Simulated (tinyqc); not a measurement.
Coupled-perturbed Hartree-Fock on RHF in the sto-3g basis, for H2F+, spin multiplicity 1, step by step. Computed by tinyqc, a small Python program that keeps every step (integrals from PySCF). Settings: charge = 1, multiplicity = 1, basis = sto-3g, method = RHF, energy threshold = 1e-10, iteration cap = 66, orthogonalisation = symmetric, start = atomic densities, DIIS depth = 6. Command: `OMP_NUM_THREADS=1 python tinyqc.py 28288 28289 out.jsonl` (the two numbers bound the seeds that draw the settings). One thread of a shared host (Intel(R) Xeon(R) Processor @ 2.60GHz), about 0.2 s of CPU time with the checks. The early iterations of the SCF are left out here.

## One-electron integrals

Geometry (angstrom):
```
atom        x         y        z
F     0.00000   0.00000  0.00000
H     0.00000   0.91300  0.54700
H     0.00000  -0.88700  0.53200
```

Basis sto-3g: exponents (1/bohr^2) and contraction coefficients of normalised primitives:
```
element  l (shell)   exponent  coefficient
F            s (1)  166.67913      0.15433
F            s (1)   30.36081      0.53533
F            s (1)    8.21682      0.44463
F            s (2)    6.46480     -0.09997
F            s (2)    1.50228      0.39951
F            s (2)    0.48859      0.70012
F            p (3)    6.46480      0.15592
F            p (3)    1.50228      0.60768
F            p (3)    0.48859      0.39196
H            s (1)    3.42525      0.15433
H            s (1)    0.62391      0.53533
H            s (1)    0.16886      0.44463
```

Overlap, kinetic and nuclear-attraction integrals over the contracted functions; the nuclear repulsion is the sum of Za Zb / Rab.

nuclear repulsion = 9.3733722 hartree

overlap S, lower triangle:
```
          1F 1s    1F 2s   1F 2px    1F 2py   1F 2pz    2H 1s    3H 1s
1F 1s   1.00000
1F 2s   0.23799  1.00000
1F 2px  0.00000  0.00000  1.00000
1F 2py  0.00000  0.00000  0.00000   1.00000
1F 2pz  0.00000  0.00000  0.00000   0.00000  1.00000
2H 1s   0.03477  0.35638  0.00000   0.25384  0.15208  1.00000
3H 1s   0.03737  0.37414  0.00000  -0.26330  0.15792  0.16408  1.00000
```

kinetic energy T (hartree), lower triangle:
```
           1F 1s    1F 2s   1F 2px    1F 2py   1F 2pz     2H 1s    3H 1s
1F 1s   36.98458
1F 2s   -0.21286  1.03800
1F 2px   0.00000  0.00000  3.24801
1F 2py   0.00000  0.00000  0.00000   3.24801
1F 2pz   0.00000  0.00000  0.00000   0.00000  3.24801
2H 1s   -0.00679  0.06314  0.00000   0.14762  0.08844   0.76003
3H 1s   -0.00599  0.07438  0.00000  -0.16346  0.09804  -0.00617  0.76003
```

nuclear attraction V (hartree), lower triangle:
```
            1F 1s      1F 2s     1F 2px     1F 2py     1F 2pz     2H 1s     3H 1s
1F 1s   -78.01840
1F 2s    -9.41690  -12.54720
1F 2px    0.00000    0.00000  -12.39843
1F 2py    0.00056    0.00641    0.00000  -12.52133
1F 2pz   -0.01183   -0.14521    0.00000    0.00278  -12.44260
2H 1s    -1.41137   -3.33948    0.00000   -2.05454   -1.26736  -5.88828
3H 1s    -1.51800   -3.53578    0.00000    2.15740   -1.33096  -1.12253  -6.00125
```

core Hamiltonian H = T + V (hartree), lower triangle:
```
            1F 1s      1F 2s    1F 2px    1F 2py    1F 2pz     2H 1s     3H 1s
1F 1s   -41.03382
1F 2s    -9.62976  -11.50921
1F 2px    0.00000    0.00000  -9.15042
1F 2py    0.00056    0.00641   0.00000  -9.27332
1F 2pz   -0.01183   -0.14521   0.00000   0.00278  -9.19458
2H 1s    -1.41815   -3.27634   0.00000  -1.90692  -1.17891  -5.12825
3H 1s    -1.52399   -3.46140   0.00000   1.99394  -1.23292  -1.12870  -5.24122
```

## Two-electron integrals

Functions are numbered as in S; the eight-fold symmetry (ij|kl) = (ji|kl) = (kl|ij) leaves the list below.

Two-electron integrals (ij|kl) in chemists' order, unique and non-zero (hartree):
```
(11|11) 5.40350    (21|11) 0.84192    (21|21) 0.15630    (22|11) 1.26803
(22|21) 0.29234    (22|22) 0.92617    (31|31) 0.02800    (32|31) 0.04317
(32|32) 0.20459    (33|11) 1.26450    (33|21) 0.29240    (33|22) 0.92596
(33|33) 0.99751    (41|41) 0.02800    (42|41) 0.04317    (42|42) 0.20459
(43|43) 0.05377    (44|11) 1.26450    (44|21) 0.29240    (44|22) 0.92596
(44|33) 0.88997    (44|44) 0.99751    (51|51) 0.02800    (52|51) 0.04317
(52|52) 0.20459    (53|53) 0.05377    (54|54) 0.05377    (55|11) 1.26450
(55|21) 0.29240    (55|22) 0.92596    (55|33) 0.88997    (55|44) 0.88997
(55|55) 0.99751    (61|11) 0.12468    (61|21) 0.02296    (61|22) 0.04269
(61|33) 0.04262    (61|41) 0.00081    (61|42) 0.00152    (61|44) 0.04277
(61|51) 0.00048    (61|52) 0.00091    (61|54) 0.00009    (61|55) 0.04267
(61|61) 0.00341    (62|11) 0.32207    (62|21) 0.07528    (62|22) 0.26681
(62|33) 0.26287    (62|41) 0.00441    (62|42) 0.03466    (62|44) 0.27138
(62|51) 0.00264    (62|52) 0.02077    (62|54) 0.00510    (62|55) 0.26593
(62|61) 0.01122    (62|62) 0.09535    (63|31) 0.00780    (63|32) 0.04653
(63|43) 0.00726    (63|53) 0.00435    (63|63) 0.01400    (64|11) 0.19032
(64|21) 0.04505    (64|22) 0.17090    (64|33) 0.16363    (64|41) 0.01011
(64|42) 0.06753    (64|44) 0.18336    (64|51) 0.00138    (64|52) 0.01258
(64|54) 0.00747    (64|55) 0.16550    (64|61) 0.00699    (64|62) 0.07492
(64|64) 0.07243    (65|11) 0.11402    (65|21) 0.02699    (65|22) 0.10239
(65|33) 0.09804    (65|41) 0.00138    (65|42) 0.01258    (65|44) 0.10115
(65|51) 0.00863    (65|52) 0.05407    (65|54) 0.00913    (65|55) 0.10786
(65|61) 0.00419    (65|62) 0.04489    (65|64) 0.03501    (65|65) 0.03497
(66|11) 0.48499    (66|21) 0.11521    (66|22) 0.47143    (66|33) 0.45557
(66|41) 0.00829    (66|42) 0.09233    (66|44) 0.49020    (66|51) 0.00497
(66|52) 0.05532    (66|54) 0.02075    (66|55) 0.46800    (66|61) 0.01728
(66|62) 0.21815    (66|64) 0.19930    (66|65) 0.11940    (66|66) 0.77461
(71|11) 0.13407    (71|21) 0.02468    (71|22) 0.04588    (71|33) 0.04581
(71|41) -0.00087   (71|42) -0.00163   (71|44) 0.04597    (71|51) 0.00052
(71|52) 0.00098    (71|54) -0.00010   (71|55) 0.04587    (71|61) 0.00361
(71|62) 0.01170    (71|64) 0.00671    (71|65) 0.00437    (71|66) 0.01787
(71|71) 0.00394    (72|11) 0.34099    (72|21) 0.07968    (72|22) 0.28179
(72|33) 0.27765    (72|41) -0.00466   (72|42) -0.03643   (72|44) 0.28657
(72|51) 0.00280    (72|52) 0.02185    (72|54) -0.00535   (72|55) 0.28086
(72|61) 0.01152    (72|62) 0.08073    (72|64) 0.04390    (72|65) 0.03675
(72|66) 0.14869    (72|71) 0.01277    (72|72) 0.10570    (73|31) 0.00832
(73|32) 0.04938    (73|43) -0.00766   (73|53) 0.00460    (73|63) 0.01146
(73|73) 0.01564    (74|11) -0.19953   (74|21) -0.04722   (74|22) -0.17876
(74|33) -0.17112   (74|41) 0.01074    (74|42) 0.07129    (74|44) -0.19187
(74|51) -0.00145   (74|52) -0.01314   (74|54) 0.00785    (74|55) -0.17307
(74|61) -0.00654   (74|62) -0.04331   (74|64) -0.01250   (74|65) -0.01934
(74|66) -0.07270   (74|71) -0.00788   (74|72) -0.08223   (74|74) 0.07913
(75|11) 0.11967    (75|21) 0.02832    (75|22) 0.10721    (75|33) 0.10264
(75|41) -0.00145   (75|42) -0.01314   (75|44) 0.10589    (75|51) 0.00919
(75|52) 0.05726    (75|54) -0.00961   (75|55) 0.11300    (75|61) 0.00427
(75|62) 0.03653    (75|64) 0.01947    (75|65) 0.02789    (75|66) 0.07403
(75|71) 0.00473    (75|72) 0.04932    (75|74) -0.03808   (75|75) 0.03848
(76|11) 0.10304    (76|21) 0.02431    (76|22) 0.09392    (76|33) 0.09226
(76|41) 1.27e-05   (76|42) 0.00016    (76|44) 0.09422    (76|51) 0.00136
(76|52) 0.01293    (76|54) 3.18e-05   (76|55) 0.09518    (76|61) 0.00358
(76|62) 0.03324    (76|64) 0.02297    (76|65) 0.01787    (76|66) 0.08101
(76|71) 0.00385    (76|72) 0.03481    (76|74) -0.02366   (76|75) 0.01857
(76|76) 0.01437    (77|11) 0.49748    (77|21) 0.11815    (77|22) 0.48206
(77|33) 0.46563    (77|41) -0.00864   (77|42) -0.09525   (77|44) 0.50148
(77|51) 0.00518    (77|52) 0.05713    (77|54) -0.02150   (77|55) 0.47853
(77|61) 0.01705    (77|62) 0.14382    (77|64) 0.07117    (77|65) 0.07214
(77|66) 0.29192    (77|71) 0.01905    (77|72) 0.23232    (77|74) -0.21005
(77|75) 0.12598    (77|76) 0.08101    (77|77) 0.77461
```

## Orthogonalisation

S = U s U^T; symmetric (Loewdin) form X = U s^(-1/2) U^T, so that X^T S X = 1.

eigenvalues of S: 0.47670  0.54464  0.90710  1.00000  1.08039  1.29252  1.69865

X, lower triangle:
```
           1F 1s     1F 2s   1F 2px    1F 2py    1F 2pz     2H 1s    3H 1s
1F 1s    1.02367
1F 2s   -0.13566   1.13866
1F 2px   0.00000   0.00000  1.00000
1F 2py   0.00039  -0.00458  0.00000   1.06599
1F 2pz  -0.00506   0.04829  0.00000  -0.00169   1.02002
2H 1s    0.01700  -0.19504  0.00000  -0.16094  -0.08170   1.10153
3H 1s    0.01786  -0.20998  0.00000   0.16850  -0.08687  -0.06361  1.11241
```

## Iteration 8 (converged): orbitals

converged F (hartree), lower triangle:
```
            1F 1s     1F 2s    1F 2px    1F 2py    1F 2pz     2H 1s     3H 1s
1F 1s   -26.57917
1F 2s    -6.77932  -3.60035
1F 2px    0.00000   0.00000  -1.01385
1F 2py    0.00068   0.00559   0.00000  -0.94274
1F 2pz   -0.02116  -0.09495   0.00000   0.00320  -0.97285
2H 1s    -1.00705  -1.06820   0.00000  -0.51366  -0.35801  -0.76655
3H 1s    -1.08178  -1.12623   0.00000   0.53108  -0.36911  -0.30228  -0.79994
```

Diagonalise F' = X^T F X, C = X C', fill 5 alpha and 5 beta electrons from the bottom; D = 2 C_occ C_occ^T. Each column has its largest component positive (the first on a tie).

F' = X^T F X (hartree), lower triangle:
```
           1         2         3         4         5         6         7
1  -26.10028
2   -3.43826  -2.25202
3    0.00000   0.00000  -1.01385
4    0.00145  -0.00414   0.00000  -0.73037
5   -0.03885   0.03411   0.00000  -0.00134  -0.90136
6   -0.11309  -0.43995   0.00000  -0.41504  -0.24782  -0.37485
7   -0.12992  -0.46764   0.00000   0.42898  -0.25746  -0.06581  -0.37019
```

orbital energies (hartree): MO1 -26.58874, MO2 -2.01296, MO3 -1.15183, MO4 -1.03574, MO5 -1.01385, MO6 -0.05588, MO7 0.11607

coefficients C:
```
             MO1       MO2       MO3       MO4      MO5       MO6       MO7
1F 1s    0.99474  -0.25106  -0.00421   0.05998  0.00000   0.10327   0.01067
1F 2s    0.02246   0.95271   0.02214  -0.30057  0.00000  -0.62884  -0.07080
1F 2px   0.00000   0.00000   0.00000   0.00000  1.00000   0.00000   0.00000
1F 2py  -0.00013  -0.00496   0.73609   0.02156  0.00000  -0.05972   0.80297
1F 2pz   0.00205   0.09020  -0.02213   0.88941  0.00000  -0.50509  -0.04712
2H 1s   -0.00376   0.08120   0.33702   0.21458  0.00000   0.79355  -0.70169
3H 1s   -0.00403   0.08665  -0.34847   0.19582  0.00000   0.67482   0.83616
```

D after iteration 8, lower triangle:
```
           1F 1s     1F 2s   1F 2px    1F 2py   1F 2pz     2H 1s    3H 1s
1F 1s    2.11232
1F 2s   -0.46992   1.99799
1F 2px   0.00000   0.00000  2.00000
1F 2py  -0.00138   0.01016  0.00000   1.08463
1F 2pz   0.06567  -0.36369  0.00000   0.00488  1.59937
2H 1s   -0.02534   0.04049  0.00000   0.50460  0.38141   0.33247
3H 1s   -0.02509   0.03178  0.00000  -0.50542  0.37936  -0.13674  0.33460
```

## Convergence

Stop when the energy changes by less than 1e-10 hartree and every element of the error matrix X^T (F D S - S D F) X is below 3e-06.

Course of the cycle:
```
iteration  E (hartree)     change  largest element of the error matrix
1          -94.0348857          -                             1.07e+00
2          -98.7417778  -4.71e+00                             3.00e-01
3          -98.8504888  -1.09e-01                             2.32e-02
4          -98.8513185  -8.30e-04                             6.37e-03
5          -98.8513487  -3.02e-05                             9.16e-05
6          -98.8513487  -1.09e-08                             4.07e-05
7          -98.8513487  -2.78e-09                             5.29e-06
8          -98.8513487  -2.54e-11                             6.60e-07
```

PySCF RHF in the same basis = -98.8513487 hartree

Converged in 8 iterations.

## Integrals over molecular orbitals

(pq|rs) = sum C_ip C_jq C_kr C_ls (ij|kl), one index at a time.

one-electron integrals over orbitals h = C^T H C (hartree), lower triangle:
```
           1         2         3         4         5         6         7
1  -41.01589
2    0.69430  -9.60578
3    0.01128  -0.01797  -7.95358
4   -0.15479   0.33326   0.03068  -8.69594
5    0.00000   0.00000   0.00000   0.00000  -9.15042
6   -0.27529   1.31861   0.16780   1.36427   0.00000  -5.46389
7   -0.02837   0.14094  -2.20794   0.04477   0.00000   0.01728  -5.99025
```

Two-electron integrals over orbitals (pq|rs), unique and non-zero (hartree):
```
(11|11) 5.36261     (21|11) -0.50561    (21|21) 0.07559     (22|11) 1.20549
(22|21) -0.01985    (22|22) 0.85733     (31|11) -0.00848    (31|21) 0.00108
(31|22) -0.00093    (31|31) 0.01702     (32|11) 0.00536     (32|21) -0.00054
(32|22) -0.00139    (32|31) 0.02536     (32|32) 0.15564     (33|11) 0.97385
(33|21) -0.00812    (33|22) 0.74898     (33|31) 0.00038     (33|32) 0.00204
(33|33) 0.72246     (41|11) 0.11976     (41|21) -0.01538    (41|22) 0.01240
(41|31) -0.00042    (41|32) -0.00005    (41|33) 0.00453     (41|41) 0.02806
(42|11) -0.08837    (42|21) 0.00727     (42|22) -0.00124    (42|31) -3.83e-05
(42|32) -0.00056    (42|33) -0.00546    (42|41) 0.03107     (42|42) 0.16279
(43|11) -0.00641    (43|21) 0.00025     (43|22) -0.00279    (43|31) -0.00315
(43|32) 0.00777     (43|33) -0.00282    (43|41) 0.00059     (43|42) 0.00330
(43|43) 0.04740     (44|11) 1.16405     (44|21) -0.01422    (44|22) 0.82032
(44|31) -0.00008    (44|32) 0.00380     (44|33) 0.70717     (44|41) -0.01024
(44|42) -0.08636    (44|43) -0.00382    (44|44) 0.89403     (51|51) 0.02960
(52|51) 0.03923     (52|52) 0.18243     (53|51) 0.00062     (53|52) 0.00223
(53|53) 0.03753     (54|51) -0.00869    (54|52) -0.03168    (54|53) -0.00076
(54|54) 0.05364     (55|11) 1.26401     (55|21) -0.01426    (55|22) 0.88118
(55|31) -0.00024    (55|32) 0.00281     (55|33) 0.73844     (55|41) 0.00341
(55|42) -0.04865    (55|43) -0.00370    (55|44) 0.83750     (55|55) 0.99751
(61|11) 0.20813     (61|21) -0.03255    (61|22) 0.00494     (61|31) -0.00149
(61|32) -0.00132    (61|33) 0.00240     (61|41) -0.00529    (61|42) -0.01817
(61|43) -0.00018    (61|44) 0.01227     (61|55) 0.00580     (61|61) 0.01980
(62|11) -0.27996    (62|21) 0.00749     (62|22) -0.14016    (62|31) -0.00090
(62|32) -0.00568    (62|33) -0.08547    (62|41) -0.01674    (62|42) -0.04184
(62|43) 0.00157     (62|44) -0.10369    (62|55) -0.14691    (62|61) 0.00398
(62|62) 0.07248     (63|11) -0.03174    (63|21) 0.00066     (63|22) -0.01705
(63|31) -0.00366    (63|32) 0.02746     (63|33) -0.01410    (63|41) -0.00006
(63|42) 0.00413     (63|43) 0.01874     (63|44) -0.01392    (63|55) -0.01805
(63|61) -0.00011    (63|62) 0.00654     (63|63) 0.07204     (64|11) -0.26131
(64|21) 0.00334     (64|22) -0.13987    (64|31) 0.00062     (64|32) 0.00400
(64|33) -0.08132    (64|41) -0.00663    (64|42) 0.00366     (64|43) 0.00176
(64|44) -0.14745    (64|55) -0.14410    (64|61) 0.00131     (64|62) 0.05932
(64|63) 0.01145     (64|64) 0.07174     (65|51) -0.01354    (65|52) -0.05218
(65|53) -0.00241    (65|54) -0.00797    (65|65) 0.02511     (66|11) 0.67227
(66|21) -0.00534    (66|22) 0.55671     (66|31) 0.00110     (66|32) 0.01364
(66|33) 0.54394     (66|41) 0.01501     (66|42) 0.06477     (66|43) 0.00880
(66|44) 0.52695     (66|55) 0.53471     (66|61) -0.00444    (66|62) -0.04719
(66|63) 0.01357     (66|64) -0.02378    (66|66) 0.54000     (71|11) 0.02159
(71|21) -0.00349    (71|22) 0.00018     (71|31) 0.01685     (71|32) 0.02422
(71|33) 0.00084     (71|41) 0.00010     (71|42) -0.00097    (71|43) -0.00325
(71|44) 0.00097     (71|55) 0.00058     (71|61) 0.00068     (71|62) -0.00105
(71|63) -0.00335    (71|64) 0.00053     (71|66) 0.00118     (71|71) 0.01699
(72|11) -0.03039    (72|21) 0.00072     (72|22) -0.01545    (72|31) 0.01764
(72|32) 0.06743     (72|33) -0.00665    (72|41) -0.00097    (72|42) -0.00080
(72|43) -0.02095    (72|44) -0.01262    (72|55) -0.01557    (72|61) -0.00105
(72|62) 0.00263     (72|63) -0.02535    (72|64) 0.00615     (72|66) -0.00536
(72|71) 0.01685     (72|72) 0.05777     (73|11) 0.42904     (73|21) -0.00836
(73|22) 0.21280     (73|31) -0.00006    (73|32) 0.00692     (73|33) 0.16283
(73|41) -0.00105    (73|42) -0.05394    (73|43) -0.00048    (73|44) 0.20580
(73|55) 0.23440     (73|61) 0.00497     (73|62) -0.07026    (73|63) -0.00511
(73|64) -0.08318    (73|66) 0.01818     (73|71) 0.00051     (73|72) -0.00929
(73|73) 0.16246     (74|11) -0.00899    (74|21) 0.00007     (74|22) -0.00404
(74|31) -0.00694    (74|32) -0.05250    (74|33) -0.00273    (74|41) -0.00094
(74|42) -0.00306    (74|43) 0.00907     (74|44) -0.00505    (74|55) -0.00458
(74|61) 0.00087     (74|62) 0.00441     (74|63) -0.04151    (74|64) -0.00145
(74|66) -0.01153    (74|71) -0.00692    (74|72) -0.01110    (74|73) -0.00702
(74|74) 0.04646     (75|51) -0.00138    (75|52) -0.00535    (75|53) 0.02562
(75|54) 0.00021     (75|65) 0.00077     (75|75) 0.02039     (76|11) -0.00381
(76|21) 0.00015     (76|22) 0.00100     (76|31) -0.00967    (76|32) -0.09309
(76|33) -0.00118    (76|41) 0.00088     (76|42) 0.00303     (76|43) -0.04671
(76|44) -0.00445    (76|55) -0.00144    (76|61) 0.00016     (76|62) -0.00069
(76|63) -0.08642    (76|64) -0.00806    (76|66) -0.02630    (76|71) -0.00958
(76|72) 0.00408     (76|73) -0.01174    (76|74) 0.05712     (76|76) 0.15896
(77|11) 0.79710     (77|21) -0.00786    (77|22) 0.61046     (77|31) -0.00204
(77|32) -0.01680    (77|33) 0.60929     (77|41) 0.00303     (77|42) 0.00545
(77|43) -0.00750    (77|44) 0.58897     (77|55) 0.59938     (77|61) 0.00271
(77|62) -0.04484    (77|63) -0.02026    (77|64) -0.03326    (77|66) 0.52655
(77|71) -0.00157    (77|72) -0.00470    (77|73) 0.07250     (77|74) 0.00937
(77|76) 0.02434     (77|77) 0.57667
```

## Response to a field: uncoupled start

dipole integrals <a|z|i> (bohr):
```
          i1       i2        i3       i4       i5
a6  -0.02789  0.03828   0.03803  0.34706  0.00000
a7  -0.00250  0.00772  -0.50925  0.01238  0.00000
```

Field along z; U_ai = -mu_ai / (e_a - e_i), alpha = -4 sum U_ai mu_ai.

uncoupled U:
```
         i1        i2        i3        i4       i5
a6  0.00105  -0.01956  -0.03470  -0.35420  0.00000
a7  0.00009  -0.00363   0.40165  -0.01075  0.00000
```

uncoupled polarisability = 1.31891 bohr^3

## Coupled step 1

U_ai = -(mu_ai + sum_bj [4 (ai|bj) - (ab|ij) - (aj|bi)] U_bj) / (e_a - e_i); alpha = -4 sum U_ai mu_ai.

U after step 1:
```
         i1       i2        i3        i4       i5
a6  0.00044  0.03106  -0.03168  -0.36342  0.00000
a7  0.00003  0.00145   0.36889  -0.01126  0.00000
```

polarisability = 1.25658 bohr^3

## Coupled step 2

As before.

U after step 2:
```
         i1       i2        i3        i4       i5
a6  0.00043  0.03763  -0.03156  -0.38055  0.00000
a7  0.00003  0.00214   0.37055  -0.01195  0.00000
```

polarisability = 1.28271 bohr^3

## Coupled polarisability

Repeat until U stops changing; compare with -d2E/dF2.

Course of the coupled iterations:
```
step  alpha (bohr^3)
0            1.31891
1            1.25658
2            1.28271
3            1.28569
4            1.28720
5            1.28769
6            1.28789
7            1.28798
8            1.28801
9            1.28803
10           1.28804
11           1.28804
12           1.28804
13           1.28804
14           1.28804
15           1.28804
16           1.28804
17           1.28804
18           1.28804
19           1.28804
20           1.28804
```

coupled polarisability = 1.28804 bohr^3

finite-field check, fields of +/-0.001 au = 1.28804 bohr^3
